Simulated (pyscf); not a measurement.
Four-centre exchange: `[O]=[Nb]([F])([F])[F]` + `[ClH]` → `[O]=[Nb]([F])([F])[Cl]` + `[FH]`

Gas phase, singlet surface, charge 0. Bonds broken: Nb2–F3, Cl6–H7. Bonds formed: Nb2–Cl6, F3–H7. Single points on ωB97X-D3(BJ)/def2-SVP structures (PySCF, gas phase).

Transition state (Å):

```xyz
7

O     -0.1778     0.3122     1.6292
Nb    -0.9872    -0.1580     0.2514
F      0.4096    -1.0920    -0.9441
F     -2.5037     0.9077     0.1395
F     -1.7592    -1.8023     0.6286
Cl     0.0417     1.3807    -1.5780
H      0.5562    -0.0025    -1.5231
```

One imaginary mode, 559i cm⁻¹; descent along it reached the two sides named, in the forms told below.

```tsv
bond	change	reactant side (Å)	saddle	product side
Nb2–F3	breaks	1.886	2.062	2.368
Cl6–H7	breaks	1.290	1.477	2.284
Nb2–Cl6	forms	2.9	2.6	2.365
F3–H7	forms	2.427	1.242	0.942
```

Electronic energies relative to the separated reactants (kcal/mol):

| level | barrier | reaction energy | reverse barrier |
|---|---|---|---|
| ωB97X-D3(BJ)/def2-TZVP | 2.6 | +0.7 | 1.9 |
| PBE/def2-TZVP | 3.8 | +3.9 | -0.1 |
| r²SCAN/def2-TZVP | 2.4 | +3.6 | -1.2 |
| B3LYP-D3(BJ)/def2-TZVP | 5.2 | +3.0 | 2.2 |
| PBE0-D3(BJ)/def2-TZVP | 3.7 | +1.9 | 1.8 |
| M06-2X/def2-TZVP | 2.4 | +0.5 | 1.9 |
| ωB97M-D3(BJ)/def2-TZVP | 6.4 | +3.9 | 2.5 |

With ωB97M-D3(BJ)/def2-TZVP energies and thermal terms (ideal gas, 1 atm, RRHO with modes under 100 cm⁻¹ raised to 100, one conformer, R ln 2 for chiral ones without a mode under 150 cm⁻¹), in kcal/mol:

| T (K) | ΔH‡ | ΔG‡ | ΔH | ΔG |
|---|---|---|---|---|
| 298 | 5.5 | 15.7 | +5.1 | +4.6 |
| 600 | 5.5 | 26.1 | +5.3 | +4.0 |
| 900 | 5.8 | 36.4 | +5.3 | +3.4 |
| 1200 | 6.3 | 46.5 | +5.2 | +2.7 |

On the reactant side the descent ends in an adduct with a Cl–Nb contact, 6.9 kcal/mol under the separated species and 9.6 kcal/mol under the saddle at ωB97X-D3(BJ)/def2-TZVP. On the product side the descent ends in an adduct with a F–Nb contact, 7.5 kcal/mol under the separated species and 9.4 kcal/mol under the saddle at ωB97X-D3(BJ)/def2-TZVP. At r²SCAN the saddle lies under the separated products, which points to a path from their complex (located at ωB97X-D3(BJ) alone), and parting the products costs more than the saddle. What is counted as formed (Cl–Nb) is already present as a longer contact in the reactant adduct; forming that adduct is a step of its own. What is counted as broken (F–Nb) persists as a longer contact in the product adduct; parting that adduct is a step of its own. One saddle was located; it need not be the lowest between these sides. Elements past Kr carry the def2 core potentials, without spin-orbit coupling.
